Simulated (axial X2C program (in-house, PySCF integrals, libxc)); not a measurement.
**Potential curves of AlCl⁻, two-component**

Computed with an in-house all-electron X2C program for linear molecules (integrals from PySCF). Two-component (2c) means X2C with spin–orbit coupling and atomic mean-field two-electron Coulomb and Gaunt terms. Basis: Cl dyall-av3z [9s8p3d2f], Al dyall-av3z [9s9p3d2f] (cores contracted in-house); Gaussian nuclei, density fitting, unrestricted open shells. Masses: Cl 34.969 u, Al 26.982 u.

State: Ω = 1/2 (⟨Sz⟩ = -0.50, ⟨Lz⟩ = 1.00 at PBE0). Energies in eV from the fragments at the same level (Cl- + Al). Fits are polynomials in 1 − R0/R over 0.85 to 1.23 times the lowest point R0.

| R (Å) | PBE0 |
| --- | --- |
| 1.9888 | -1.3435 |
| 2.0803 | -1.6153 |
| 2.1488 | -1.7262 |
| 2.2174 | -1.7806 |
| 2.2860 | -1.7934 |
| 2.3660 | -1.7709 |
| 2.4460 | -1.7208 |
| 2.5489 | -1.6305 |
| 2.6746 | -1.4991 |
| 2.8575 | -1.2951 |

Occupations by symmetry block were frozen at the best pattern of an incomplete PBE0 search. De is counted from the lowest determinant-based energies of the atoms at the same level, without counterpoise correction. Density functionals use the spin component along the axis (collinear). The highest occupied level is positive at some bond lengths even in Hartree–Fock (under at least one Hamiltonian), so the basis set holds the extra electron there; where that holds at Re the anion is at best weakly bound and its constants depend on the basis. The 2c atoms are single determinants rather than J levels; their spin–orbit lowering is only partly caught, and De is too large by that part. This holds for PBE0. Without a current term, density functionals place determinants with orbital angular momentum somewhat too high.

Fit the PBE0 curve near its minimum: give the equilibrium distance, the harmonic wavenumber and the well depth.

At PBE0, 2c: Re = 2.277 Å, ωe ≈ 344 cm⁻¹, De = 1.79 eV to Cl- + Al; Be follows as 0.213 cm⁻¹.
